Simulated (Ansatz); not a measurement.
`C[SiH2]` radical at its PBE0-D4/def2-TZVP geometry, where that method's forces vanish. The species carries charge 0 and has multiplicity 2.

```csv
atom,x (Å),y (Å),z (Å)
C1,-0.2496,-0.1644,-0.7615
Si2,0.1119,0.5898,0.9165
H3,0.1949,-1.1614,-0.8379
H4,-1.3255,-0.2586,-0.9212
H5,0.1620,0.4537,-1.5617
H6,1.5752,0.7620,1.1417
H7,-0.4689,-0.2211,2.0241
```

(1) For each bond, give half the difference of the two atoms' forces along it (eV/Å; positive pushes the atoms apart) under PBE-D4, r2SCAN-D4, B3LYP-D4, ωB97M-V in def2-TZVPP. (Estimate.)

Results:

(1) Ansatz gave: 
```
  bond  length (Å)  PBE-D4  r2SCAN-D4  B3LYP-D4  ωB97M-V
C1–Si2       1.875    0.02       0.01      0.15     0.09
 C1–H3       1.094    0.12       0.00     -0.04    -0.06
 C1–H4       1.092    0.11      -0.02     -0.05    -0.05
 C1–H5       1.092    0.11      -0.02     -0.05    -0.05
Si2–H6       1.491    0.09      -0.02     -0.07    -0.12
Si2–H7       1.491    0.09      -0.02     -0.07    -0.12
```

B3LYP here is the variant with VWN-RPA as its local correlation; programs differ in this.
